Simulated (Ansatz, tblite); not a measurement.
**CdI2: one state, many levels**

One table from this session's results is given with a row withheld; the runs are named, their logs left out.

Computed with Ansatz 0.2.0, Gaussian basis. Level: as each input shows.

The runs, in order: GFN1-xTB, GFN2-xTB, PBE-D4/def2-TZVP, r2SCAN-D4/def2-TZVP, BHLYP-D4/def2-TZVP, r2SCAN0-D4/def2-TZVP, B3LYP-D4/def2-TZVP, r2SCANh-D4/def2-TZVP, BLYP-D4/def2-TZVP, LDA/def2-TZVP, revPBE-D4/def2-TZVP, PBE-D4/def2-SVP, PBE0-D4/def2-SVP, PBE0-D4/def2-TZVPD, PBE-D4/def2-TZVPD, r2SCAN-D4/def2-TZVPD, CCSD(T)/def2-TZVPP, MP2/def2-TZVP, RPA/def2-TZVP.

1 further run of the same task is left out (set aside as unsound or not needed).

**The geometry**

The geometry is that of the singlet, from an earlier relaxation (PBE0-D4/def2-TZVP).

3 atoms, charge 0, spin multiplicity 1.

Bond lengths: Cd1–I2 2.588 Å, Cd1–I3 2.588 Å. Angles: I2–Cd1–I3 179.7°.

Cd, I take a core potential in the def2 sets. No spin-orbit coupling is included.

PBE0-D4/def2-TZVP was run before; its log isn't repeated, and its numbers join the tables.

The first run:

Tight binding, by tblite at 300 K electronic temperature and without a spin-polarisation term:

```python
tblite.interface.Calculator('GFN1-xTB', numbers, positions, charge=0, uhf=0).singlepoint()
```

Tight binding, by tblite at 300 K electronic temperature and without a spin-polarisation term:

```python
tblite.interface.Calculator('GFN2-xTB', numbers, positions, charge=0, uhf=0).singlepoint()
```

start.molden holds the orbitals of an earlier run on this state, given as this run's starting guess.

Contents of in.yaml:

```yaml
crystal:
  periodic: [false, false, false]
  atoms:
    - {symbol: Cd, position_ang: [-0.004033, -0.002331, -0.000017]}
    - {symbol: I, position_ang: [-0.014891, -0.019574, 2.587740]}
    - {symbol: I, position_ang: [0.018924, 0.021905, -2.587723]}
basis:
  gaussian: {orbitals: def2-TZVP, initial_orbitals: start.molden}
hamiltonian: {xc: pbe, dispersion: d4}
scf: {omitted_lower_state_checks: [starts]}
output: {orbitals: {seedname: orbitals}}
```

On the command line:

```sh
> ansatz run in.yaml --threads 4 --pin off --events-out ev --progress --plain --max-ram 3916MiB
```

Among the steps run: PBE-D4/def2-TZVP; r2SCAN-D4/def2-TZVP; BHLYP-D4/def2-TZVP; r2SCAN0-D4/def2-TZVP; B3LYP-D4/def2-TZVP; r2SCANh-D4/def2-TZVP; BLYP-D4/def2-TZVP; LDA/def2-TZVP; revPBE-D4/def2-TZVP; PBE-D4/def2-SVP; PBE0-D4/def2-SVP; PBE0-D4/def2-TZVPD; PBE-D4/def2-TZVPD; r2SCAN-D4/def2-TZVPD; CCSD(T)/def2-TZVPP; MP2/def2-TZVP; RPA/def2-TZVP.

One table of the session follows, with a row left open; its other results are not shown here.

It belongs to the step «Levels side by side». 

| level | HOMO (eV) | LUMO (eV) | gap (eV) |
| --- | --- | --- | --- |
| LDA/def2-TZVP | -6.80 | -3.46 | 3.34 |
| PBE-D4/def2-SVP | -6.54 | -3.11 | 3.43 |
| PBE-D4/def2-TZVP | -6.61 | -3.15 | 3.46 |
| PBE-D4/def2-TZVPD | -6.63 | -3.17 | 3.46 |
| revPBE-D4/def2-TZVP | -6.55 | -3.04 | 3.51 |
| BLYP-D4/def2-TZVP | -6.43 | -3.09 | 3.33 |
| r2SCAN-D4/def2-TZVP | -6.90 | -2.97 | 3.93 |
| r2SCAN-D4/def2-TZVPD | -6.91 | -2.98 | 3.93 |
| r2SCANh-D4/def2-TZVP | -7.31 | -2.69 | 4.61 |
| B3LYP-D4/def2-TZVP | ? | ? | ? |
| PBE0-D4/def2-SVP | -7.68 | -2.36 | 5.32 |
| PBE0-D4/def2-TZVP | -7.72 | -2.37 | 5.35 |
| PBE0-D4/def2-TZVPD | -7.73 | -2.39 | 5.34 |
| r2SCAN0-D4/def2-TZVP | -7.91 | -2.27 | 5.64 |
| BHLYP-D4/def2-TZVP | -8.64 | -1.58 | 7.06 |

Q: Estimate the row for B3LYP-D4/def2-TZVP from the others.

Worked estimate for «HOMO (eV)». Against the share of exact exchange, BLYP-D4/def2-TZVP (0, -6.43), BHLYP-D4/def2-TZVP (0.5, -8.64) give a slope of -4.42 per unit share; at 0.2 the line stands at -7.31.

As computed: HOMO (eV): -7.47; LUMO (eV): -2.65; gap (eV): 4.82. In «HOMO (eV)» the line misses by +0.16.
